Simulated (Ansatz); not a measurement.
# BClH3Si+ (SMILES B[SiH+]Cl): one structure at several levels

The task here is to estimate one member of a computed series from the others.

Program: Ansatz 0.2.0, Gaussian basis. Level of theory: single points in def2-TZVPP. These are calculated values, not measurements.

Correlated methods freeze the cores.

## Starting geometry

6 atoms, charge 1, spin multiplicity 1.

Atoms are counted from 1 here; the program's logs count them from 0.

Bond lengths: B1–Si2 2.051 Å, B1–H4 1.132 Å, B1–H5 0.997 Å, Si2–Cl3 1.954 Å, Si2–H6 1.451 Å. Angles: Si2–B1–H4 124.0°, Si2–B1–H5 120.2°, H4–B1–H5 115.5°, B1–Si2–Cl3 122.9°, B1–Si2–H6 122.5°, Cl3–Si2–H6 114.6°.

Geometry (Å):

```xyz
6

B    -0.1021   -0.0593   -1.1207
Si   -0.0943    0.0176    0.9289
Cl    1.3284    0.8829    1.9519
H    -0.9510   -0.4869   -1.7350
H     0.6297    0.3732   -1.6421
H    -1.1049   -0.6388    1.7374
```

The first run:

Input file run/in.yaml:

```yaml
crystal:
  periodic: [false, false, false]
  atoms:
    - {symbol: B, position_ang: [-0.102100, -0.059300, -1.120700]}
    - {symbol: Si, position_ang: [-0.094300, 0.017600, 0.928900]}
    - {symbol: Cl, position_ang: [1.328400, 0.882900, 1.951900]}
    - {symbol: H, position_ang: [-0.951000, -0.486900, -1.735000]}
    - {symbol: H, position_ang: [0.629700, 0.373200, -1.642100]}
    - {symbol: H, position_ang: [-1.104900, -0.638800, 1.737400]}
basis:
  gaussian: {orbitals: def2-TZVPP}
total_charge: 1
correlation: {method: ccsd_t}
output: {forces: true}
```

No record of the launch command was kept for these runs.

Steps of the session up to this table: CCSD(T)/def2-TZVPP; PBE0-D4/def2-TZVPP; wB97M-V/def2-TZVPP; r2SCAN-D4/def2-TZVPP; PBE-D4/def2-TZVPP; r2SCAN0-D4/def2-TZVPP; B97M-V/def2-TZVPP.

One of the session's tables, all rows but one given; the rest of the session is left out.

```
    method  RMS force component (eV/Å)  angle to CCSD(T) forces (°)
   CCSD(T)                       2.382                    reference
   PBE0-D4                       2.397                          1.9
   wB97M-V                       2.317                          1.2
 r2SCAN-D4                       2.377                          1.4
    PBE-D4                       2.429                          3.6
r2SCAN0-D4                           ?                            ?
    B97M-V                       2.305                          1.8
```

**Question.** Estimate the row for r2SCAN0-D4.

**Answer.** RMS force component (eV/Å): 2.357; angle to CCSD(T) forces (°): 2.2. In the column «RMS force component (eV/Å)» it lies between wB97M-V (2.317) and r2SCAN-D4 (2.377).
